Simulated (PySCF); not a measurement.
Where does cyclopropanecarboxylic acid take a proton?

System: cyclopropanecarboxylic acid, `O=C(O)C1CC1` (C4H6O2). Numbering: `[O:1]=[C:2]([OH:3])[CH:4]1[CH2:5][CH2:6]1` These are map numbers, not IUPAC locants.

Computed at ωB97X-D3(BJ)/def2-TZVP // PBE0-D3(BJ)/def2-SVP with PySCF (density fitting, grid level 2). ωB97X-D3(BJ) is ωB97X-V with D3(BJ) in place of VV10. Zero-point and thermal terms (298.15 K, 1 bar) come from unscaled PBE0-D3(BJ)/def2-SVP harmonic frequencies, with soft modes damped to free rotors in the entropy.

```csv
site,product,PA / kJ/mol,GB / kJ/mol
O1 (carboxyl C=O oxygen),OC(=[OH+])C1CC1,836,804
```

PA is −ΔH and GB is −ΔG of B + H⁺ → BH⁺ in the gas phase. Sites whose products fell apart, merged with another or lost in a GFN2-xTB screen aren't listed.

In methanol the product from O1 is solvated 227 kJ/mol more strongly than the parent (electrostatics only).

Measured values (NIST Chemistry WebBook, evaluated or the median of agreeing entries): proton affinity (−ΔH) 821 kJ/mol (computed 836, difference 14); gas-phase basicity (−ΔG) 790 kJ/mol (computed 804, difference 14).

Caveats: O3 is not listed: the run failed or kept an imaginary mode, or the ion rearranged or equalled another; a site not listed may be the best one.

Differences come from unrounded values, so a last digit can differ from that of the printed terms.
